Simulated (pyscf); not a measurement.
Cl–Ti(Cl)(Cl)–SeH (SMILES [Cl][Ti]([Cl])([Cl])[SeH]) + HCl (SMILES Cl) → H₂Se (SMILES [SeH2]) + Cl–Ti(Cl)(Cl)–Cl (SMILES [Cl][Ti]([Cl])([Cl])[Cl]) (four-centre exchange; singlet surface; Se–Ti, Cl–H broken, H–Se, Cl–Ti formed). Single points on ωB97X-D3(BJ)/def2-SVP structures (PySCF, gas phase). Energies in kcal/mol from the separated reactants.

```csv
level,barrier,reaction energy
PBE/def2-TZVP,5.9,-11.6
r²SCAN/def2-TZVP,(withheld),-12.1
B3LYP-D3(BJ)/def2-TZVP,8.0,-11.5
PBE0-D3(BJ)/def2-TZVP,6.0,-10.9
M06-2X/def2-TZVP,9.9,-11.2
HF/def2-TZVP,(withheld),(withheld)
```

**Question.** What belongs in the gaps?

**Answer.** 
- r²SCAN/def2-TZVP, barrier: 6.1
- HF/def2-TZVP, barrier: 28.5
- HF/def2-TZVP, reaction energy: -15.2

The functionals in the table span 4.0 kcal/mol in this barrier, from PBE to M06-2X. On the product side the descent ends in an adduct with a Se–Ti contact, 8.7 kcal/mol under the separated species and 24.9 kcal/mol under the saddle at ωB97X-D3(BJ)/def2-TZVP. What is counted as broken (Se–Ti) persists as a longer contact in the product adduct; parting that adduct is a step of its own. At ωB97X-D3(BJ)/def2-TZVP the barrier from the zero used here is 7.1 kcal/mol. This is the saddle that the search found; another between the same sides may lie lower. Elements up to Kr have no core potential and no relativistic terms here.
